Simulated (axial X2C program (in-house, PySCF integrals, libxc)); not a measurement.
**Which functional? An output for MgSi**

An SCF output computed with an in-house relativistic program for diatomic molecules for MgSi at 2.554 Å, two-component, state Ω = 1, Si dyall-v3z [8s7p2d1f], Mg dyall-cv3z [9s8p6d3f] (cores contracted in-house), without its first line:

```
basis functions 130  fitting functions 607  grid points 4359
iter        total energy     max residual
   1       -490.129697891     7.98e-02
   2       -490.133459003     1.00e-03
   3       -490.133462477     3.97e-05
   4       -490.133462483     3.66e-05
   5       -490.133462527     1.60e-05
   6       -490.133462534     4.14e-06
   7       -490.133462535     1.76e-06
converged
one-electron -751.01913395  Coulomb 263.32884685  exact exchange -9.09802182  xc functional -28.09623731  nuclear repulsion 34.80883768  atomic mean-field constant -0.05775399
```

Question: Which level of theory produced it?
A. PBE0
B. r2SCAN
C. HF

Answer: A. The exact-exchange term against the functional term shows a share of 0.25 of exact exchange.
